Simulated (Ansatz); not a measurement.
S₄⁻ was relaxed with PBE-D4 (def2-TZVPD) in Ansatz in these states: charge -1 doublet, charge -1 quartet. The geometries follow in no particular order.

A:

| atom | x (Å) | y (Å) | z (Å) |
| --- | --- | --- | --- |
| S1 | 0.127 | 0.889 | -1.758 |
| S2 | -1.426 | -1.318 | 0.356 |
| S3 | 1.427 | 1.320 | -0.358 |
| S4 | -0.128 | -0.891 | 1.760 |

B:

```xyz
4

S     0.3670    1.3865    1.2927
S     0.5192   -1.8330    0.3139
S    -0.4940    1.2978   -0.4765
S    -0.3922   -0.8512   -1.1301
```

Judge from the bond lengths which geometry belongs to which state (an estimate).

A is the charge -1 quartet (S3–S4 3.434 Å, S2–S4 1.959 Å, S1–S3 1.959 Å); B is the charge -1 doublet (S3–S4 2.249 Å, S2–S4 1.970 Å, S1–S3 1.970 Å).

At PBE-D4/def2-TZVPD the highest occupied level of the charge -1 quartet lies above zero (up to 0.20 eV). It is a level of α spin, whose loss leaves a triplet; that state wasn't run at this geometry and level. The electron is either unbound and held by the finite basis, or the level is raised by self-interaction error. At PBE-D4/def2-TZVPD the highest occupied level of the charge -1 doublet lies above zero (up to 0.19 eV). By energy differences its removal costs 2.41 eV (vertical, to the charge 0 singlet, at PBE-D4/def2-TZVPD); a positive level beside a positive removal energy at the same level points to self-interaction error. At PBE0-D4/def2-TZVPD a doublet lies 0.92 eV below the charge -1 quartet. These are the stationary points nearest to one start from a short search; other shapes may lie lower in each state. The charge -1 quartet has come apart into loosely held pieces.
